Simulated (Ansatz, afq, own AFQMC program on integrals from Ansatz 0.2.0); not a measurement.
# Where AFQMC and coupled cluster stand for HSCl, triplet

```yaml
atoms:
  - { symbol: Cl, position_ang: [0.0000, 0.0000, -1.5000] }
  - { symbol: H, position_ang: [0.0000, 0.0000, 0.0130] }
  - { symbol: S, position_ang: [0.0000, 0.0000, 1.4870] }
```

Connectivity, by distances: Cl ··· S, 1 bridging H.

Basis cc-pVTZ. Noble-gas cores (and the filled d shells of Ga–Kr and In–Xe) are frozen. Ansatz 0.2.0 and our own AFQMC program on the same integrals; the CISD trial comes from CCSD amplitudes, and released means the phaseless constraint is let go. Uncertainties: one standard error, sampling alone.

Determinant: UHF, the one that the program's search chose, which needn't be the lowest solution. The geometry is a point of a scan.

No full CI on the walks' own integrals is used here; CCSDT(Q) serves as the reference and is uncertain by about the last step of the cluster series.

Cautions: lower spins were not checked; unrestricted determinant slightly spin contaminated (⟨S²⟩ 2.05 against 2.00); the released energies have errors that jump between times, so the bars are unsure, so no released level is given (meV from the phaseless value at times in 1/Eh: -12 ± 5 at 0.24, 19 ± 40 at 0.51, -28 ± 4 at 0.99, -33 ± 7 at 1.62, -44 ± 14 at 2.40), though the last usable value meets CCSDT(Q) within the noise.

- T1 diagnostic: 0.0156
- weight of the determinant in the CISD state: 0.849
- ⟨S²⟩ of the determinant: 2.053
- size of the correlated space: 14 electrons in 72 orbitals

Reference: CCSDT(Q), correlation energy -10.753 eV.

```csv
level,E − E(reference) (mEh),share of correlation (%)
HF,395.16,0.00
MP2,60.32,84.74
CCSD,17.62,95.54
CCSD(T),2.24,99.43
CCSDT,0.74,99.81
ph-AFQMC/HF,5.98 ± 1.08,98.49
ph-AFQMC/CISD,1.10 ± 0.22,99.72
```

A walk keeps the symmetry of its determinant, which the program's search chose and which needn't be the lowest solution, so a lower state of the same spin and another symmetry isn't excluded.
